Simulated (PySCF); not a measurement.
Compound: C2H2ClN3.
Geometry (PBE0-D3(BJ)/def2-SVP, Å), atoms numbered from 1 in this order:
```
atom  x, y, z in Å
Cl1    0.7420    2.1088    0.7932
C2     0.2455    0.6065    0.1799
C3     0.5377   -0.0784   -0.9791
N4    -0.1481   -1.2468   -0.9499
N5    -0.8345   -1.3244    0.1395
N6    -0.6088   -0.2118    0.8350
H7     1.1864    0.2077   -1.8025
H8    -1.0528   -0.0631    1.7342
```

Level of theory: MP2 and CCSD/aug-cc-pVDZ in PySCF, restricted Hartree–Fock reference, frozen core, non-relativistic, gas phase, PBE0-D3(BJ)/def2-SVP geometry.

E(HF) = -699.72054 Eh.

How large is the problem?

160 basis functions and 52 electrons; 10 orbitals frozen, which leaves o = 16 correlated occupied and v = 134 virtual orbitals. That is o·v = 2144 singles and o·v(o·v + 1)/2 = 2299440 distinct closed-shell doubles amplitudes before symmetry; the costliest CCSD step grows as o²v⁴ = 8.3 × 10^10.

What are the MP2 and CCSD correlation energies?

MP2 -0.9314 Eh and CCSD -0.9462 Eh, which gives totals of -700.65195 and -700.66670 Eh. That is 0.805 eV for each correlated electron at CCSD (2484 kJ/mol in all, 0.135 % of the total energy); MP2 gives 98.4 % of the CCSD value.

What is the T1 diagnostic?

0.0122, below the customary warning level of 0.02. It is the norm of the spatial-orbital singles amplitudes over the root of the number of correlated electrons, so the norm is 0.069.

How does correlation change the dipole moment?

HF gives 3.32 D and CCSD (unrelaxed density) 3.35 D, a change of +0.03 D.

Connected triples and the basis-set limit are missing.

The job also held the EOM ionisation roots. On an Arm Neoverse V1 with one thread, on a shared host, this took 7.6 min wall and 2.9 GiB of memory at its peak.
